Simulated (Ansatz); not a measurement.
Energy needed to pull apart Al$_{2}$H$_{3}$ (SMILES [AlH][AlH2]), doublet, into free ground-state atoms, from the structure below (displaced at random from a GFN2-xTB minimum); no zero-point or spin–orbit terms; open-shell atoms are treated unrestricted, in their ground-state multiplicity.

```
5
angstrom
Al 0.6300 -1.0738 0.8023
Al -0.7215 0.5950 -0.6463
H 1.2313 -2.2370 1.7665
H -1.7515 1.2508 -1.6290
H 0.5032 1.5107 -0.3423
```

Program: Ansatz 0.2.0. Basis: def2-TZVPP. Cores are frozen in the correlated methods; orbitals are unrestricted.

```csv
method,atomization energy (eV)
PBE-D4,9.34
revPBE-D4,?
r2SCAN-D4,?
PBE0-D4,9.29
r2SCANh-D4,9.59
wB97M-V,9.29
HF,6.91
MP2,8.87
CCSD,9.07
CCSD(T),9.17
```

Task: What does r2SCAN-D4 give? (An estimate is asked for; the value comes from the calculation.)

Result: Computed: 9.66 eV, which is about 0.49 eV more than CCSD(T)/def2-TZVPP.

Task: What does revPBE-D4 give? (An estimate is asked for; the value comes from the calculation.)

Result: Computed: 9.26 eV, which is about 0.09 eV more than CCSD(T)/def2-TZVPP.

In triple zeta the MP2 and coupled-cluster atomization energies are still short of their basis limit by a few kcal/mol a bond, whereas those of the functionals are nearly converged, so these differences are not deviations from converged CCSD(T).

T1 diagnostic: at most 0.041. ⟨S²⟩ of the unrestricted Hartree–Fock references: 0.79 (a pure state has 0.75).

For scale, one of the runs: CCSD(T)/def2-TZVPP forces, 126 basis functions (an equivalent command: `ansatz run in.yaml --threads 4`). Time: 27 s of wall clock on 4 CPU threads; the host was shared. Peak host memory: 1.9 GiB.
